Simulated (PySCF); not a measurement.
Core-level binding energies of propanoyl fluoride

Species: propanoyl fluoride, C3H5FO.
Bonds: C1–C2, C2–C3, C3–O4 (double), C3–F5. Hydrogens: H6, H7, H8 on C1; H9, H10 on C2.

Theory: delta-SCF UKS SCAN, pcX-2 on the ionised atom, pcseg-1 elsewhere, spin-free X2C in PySCF 2.14.0. Vertical ΔSCF values, vacuum level as zero.

Give the core binding energies atom by atom.

| atom(s) | environment | level | binding energy (eV) | above the level's lowest (eV) | count |
| --- | --- | --- | --- | --- | --- |
| C1 | methyl carbon | C 1s | 291.42 | 0.00 | 1 |
| C2 | sp3 carbon next to a carbonyl | C 1s | 291.97 | +0.55 | 1 |
| C3 | acyl halide carbon | C 1s | 295.98 | +4.56 | 1 |
| O4 | carbonyl oxygen | O 1s | 538.94 | 0.00 | 1 |
| F5 | acyl fluorine | F 1s | 693.14 | 0.00 | 1 |

The listed C 1s values span 4.56 eV, from C1 (bonded to C and 3 H) to C3 (bonded to F, O (double bond) and C). Summing the Pauling electronegativity differences to the bonded atoms, each weighted by its formal bond order, gives -1.05 for the lowest site and +3.21 for the highest; no listed site has a larger sum than the highest.

Express the binding energy of F 1s of F5 in atomic units and per mole.

693.14 eV = 25.4724 Eh = 66878 kJ/mol.

What is the longest wavelength that can ionise F 1s of F5 vertically?

λ = hc/E = 12398.42 eV Å / 693.14 eV = 17.887 Å.

The structure is a single GFN2-xTB conformer in the gas phase; no vibrational or solvent corrections.

The values belong to the conformer `[CH3:1][CH2:2][C:3](=[O:4])[F:5]`: C1–C2–C3–O4 -113°.
